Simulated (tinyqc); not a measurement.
Inside a calculation. Method: harmonic frequencies on the UHF/sto-3g surface (energies and gradients from PySCF), for OH+, spin multiplicity 3. One step of it, computed by the program tinyqc.

Question. One row of the Hessian: 1Oz. Displace 1Oz by +/-0.005 bohr; H(k, :) = (g(+) - g(-)) / (2 delta).

optimised positions (bohr):
```
           x         y          z
1O  0.000000  0.000000  -0.084511
2H  0.000000  0.000000   1.962899
```

gradient at +delta (hartree/bohr):
```
             x           y            z
1O  0.00000000  0.00000000   0.00213250
2H  0.00000000  0.00000000  -0.00213250
```

gradient at -delta (hartree/bohr):
```
             x           y            z
1O  0.00000000  0.00000000  -0.00210714
2H  0.00000000  0.00000000   0.00210714
```

Give: row of the Hessian.

Answer.

row of the Hessian (hartree/bohr^2): 1Ox 0.000000, 1Oy 0.000000, 1Oz 0.423965, 2Hx 0.000000, 2Hy 0.000000, 2Hz -0.423965
